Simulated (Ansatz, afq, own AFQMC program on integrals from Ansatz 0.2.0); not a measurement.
## CHO, doublet in cc-pVDZ, levels against CCSDT(Q)

```xyz
3

O     0.0000   -0.1067    0.5392
C     0.0000    0.0813   -0.8077
H     0.0000    0.7248    1.0661
```

Connectivity, by distances: OH–C.

Basis cc-pVDZ. Noble-gas cores (and the filled d shells of Ga–Kr and In–Xe) are frozen. Ansatz 0.2.0 and our own AFQMC program on the same integrals; the CISD trial comes from CCSD amplitudes, and released means the phaseless constraint is let go. Free projection: walkers drawn from exp(T), propagated without any constraint. Its projection time is finite, and what remains of the start isn't in its error. ± is one standard error of the sampling.

Determinant: UHF, the one that the program's search chose, which needn't be the lowest solution. The geometry is a point of a scan.

No full CI on the walks' own integrals is used here; CCSDT(Q) serves as the reference and is uncertain by about the last step of the cluster series.

```
T1 diagnostic                               : 0.0235
weight of the determinant in the CISD state : 0.892
⟨S²⟩ of the determinant                     : 0.761
size of the correlated space                : 11 electrons in 31 orbitals
```

Reference: CCSDT(Q), correlation energy -8.375 eV. The released energy is read at 2.40 1/Eh (meV from the phaseless value at times in 1/Eh: -27 ± 18 at 0.24, -27 ± 13 at 0.51, -53 ± 17 at 0.99, -41 ± 19 at 1.62, -4 ± 23 at 2.40).

| level | E − E(reference) (kJ/mol) | share of correlation (%) |
| --- | --- | --- |
| HF | 808.1 | 0.00 |
| MP2 | 82.9 | 89.74 |
| CCSD | 28.0 | 96.53 |
| CCSD(T) | 4.4 | 99.45 |
| CCSDT | 2.4 | 99.70 |
| ph-AFQMC/HF | 12.9 ± 8.6 | 98.40 |
| ph-AFQMC/CISD | 3.7 ± 1.7 | 99.55 |
| released AFQMC | 3.3 ± 2.2 | 99.60 |
| free AFQMC | 2.1 ± 2.0 | 99.74 |

Free projections are given only where their last times agree within the noise and don't stop above the reference; a slow remainder of the start can still hide under it. A walk keeps the symmetry of its determinant, which the program's search chose and which needn't be the lowest solution, so a lower state of the same spin and another symmetry isn't excluded. Released energies are given only where the last usable release times agree within the noise; a slower fall can still hide under it.
